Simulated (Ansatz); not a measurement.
Frontier orbitals of AlF$_{2}$H (`[F][AlH][F]`).

```xyz
4

F     0.143    0.869   -1.363
Al   -0.029   -0.011    0.010
F     1.316   -0.338    0.886
H    -1.430   -0.520    0.467
```

Total charge 0; spin multiplicity 1. Geometry: relaxed with PBE0-D4/def2-TZVP. Basis def2-TZVPP, the Gaussian-basis code of Ansatz.

Orbital energies of one run (eV). Highest occupied ones, from the top: -11.53, -13.61, -13.81, -14.17, -14.32, -14.86, -15.92, -35.73, -35.96, -79.68, -79.72, -79.84, -121.54, -687.92. Empty: -0.22, 0.17, 1.64, 3.20, 4.47, 5.34.

Problem. Which functional gave them?
A. BHLYP
B. PBE
C. ωB97X-V
D. revPBE

Solution. A. HOMO energies: BHLYP -11.53, revPBE -8.60, PBE -8.65, ωB97X-V -12.63 eV.
